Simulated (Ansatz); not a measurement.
**A ladder of methods for [SiH5]− (SMILES [H][Si-]([H])([H])([H])[H])**

[SiH5]−: 6 atoms, total charge -1, spin state singlet. As SMILES, `[H][Si-]([H])([H])([H])[H]`. The shape is that of a GFN2-xTB optimisation.

```xyz
6

Si   -0.0002    0.0002    0.0015
H    -0.0199   -0.0078    1.6399
H     0.0218    0.0079   -1.6424
H     1.4906    0.0118    0.0192
H    -0.7575    1.2851   -0.0026
H    -0.7347   -1.2973   -0.0155
```

Quantity: the energy change with the Si1–H4 bond stretched from 1.491 to 1.864 Å, in eV. The values are calculated.

| level | kind | program | value (eV) | less CCSD(T)/STO-3G | CPU time (all runs) |
| --- | --- | --- | --- | --- | --- |
| SVWN5/STO-3G (restricted) | LDA | Ansatz | 0.78 | -0.08 | 1.1 s |
| BLYP/STO-3G (restricted) | GGA | Ansatz | 0.71 | -0.15 | 1.6 s |
| PBE/STO-3G (restricted) | GGA | Ansatz | 0.73 | -0.13 | 1.6 s |
| r2SCAN/STO-3G (restricted) | meta-GGA | Ansatz | 0.83 | -0.03 | 3.7 s |
| BHLYP/STO-3G (restricted) | global hybrid | Ansatz | 1.03 | +0.17 | 1.5 s |
| wB97M-V/STO-3G (restricted) | range-separated hybrid | Ansatz | 0.93 | +0.07 | 25 s |
| wB97X/STO-3G (restricted) | range-separated hybrid | Ansatz | 0.94 | +0.08 | 7.2 s |
| B2PLYP/STO-3G (restricted) | double hybrid | Ansatz | 0.93 | +0.07 | 2.2 s |
| MP2/STO-3G (restricted) | perturbation theory | Ansatz | 1.02 | +0.16 | 0.14 s |
| CCSD(T)/STO-3G (restricted) | coupled cluster or CI | Ansatz | 0.86 | 0.00 | 0.19 s |

CCSD(T)/STO-3G (restricted) is the highest level here, not the true value. Sets without diffuse functions describe the anion poorly. The first shape isn't each level's own minimum. The values span 0.71 to 1.03 eV. All rows use very small basis sets, so none should be taken for the real molecule's value. In so small a basis fixed costs decide the times, and correlated methods can beat functionals. CPU times are rough (shared hosts, several kinds of processor and program).
